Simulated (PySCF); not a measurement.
C4H5NO: core ionisation energies

Compound: cyclopropyl isocyanate, C4H5NO.
Numbering: `[O:1]=[C:2]=[N:3][CH:4]1[CH2:5][CH2:6]1`

Structure used (GFN2-xTB), in Å, numbered top down from 1:
```
atom  x, y, z in Å
O1     3.1567   -0.8189   -0.6422
C2     2.1761   -0.5145   -0.1025
N3     1.2916   -0.2066    0.6292
C4    -0.0611    0.1218    0.7273
C5    -0.7491    0.8972   -0.3606
C6    -1.0835   -0.5489   -0.1463
H7    -0.3202    0.3345    1.7566
H8    -1.4691    1.6467   -0.0709
H9    -0.1707    1.1572   -1.2339
H10   -0.7299   -1.2619   -0.8753
H11   -2.0353   -0.8039    0.2927
```

Method: delta-SCF UKS SCAN, pcX-2 on the ionised atom, pcseg-1 elsewhere, spin-free X2C (PySCF 2.14.0). Each binding energy is the total energy of the core-ionised species, with the hole localised on one atom, minus that of the ground state; both are solved self-consistently, so orbital relaxation is included.

Give the core binding energies atom by atom.

| atom(s) | bonded to | level | binding energy (eV) | above the level's lowest (eV) | count |
| --- | --- | --- | --- | --- | --- |
| C5/C6 | 2 C and 2 H | C 1s | 291.05 | 0.00 | 2 |
| C4 | N, 2 C and H | C 1s | 292.55 | +1.50 | 1 |
| C2 | O (double bond) and N (double bond) | C 1s | 294.41 | +3.36 | 1 |
| N3 | C (double bond) and C | N 1s | 405.83 | 0.00 | 1 |
| O1 | C (double bond) | O 1s | 538.98 | 0.00 | 1 |

The listed C 1s values span 3.36 eV, from C5/C6 (bonded to 2 C and 2 H) to C2 (bonded to O (double bond) and N (double bond)). The widest gap between neighbouring values is 1.86 eV, between 292.55 and 294.41 eV.

Express the binding energy of C 1s of C4 in atomic units and per mole.

292.55 eV = 10.7510 Eh = 28227 kJ/mol.

The first atom of each set that the bonding makes equivalent was ionised and stands for the set. The structure is a single GFN2-xTB conformer in the gas phase; no vibrational or solvent corrections.

Hardware: one thread of an Arm Neoverse V1, no GPU (shared host). Cost: 40 s wall.
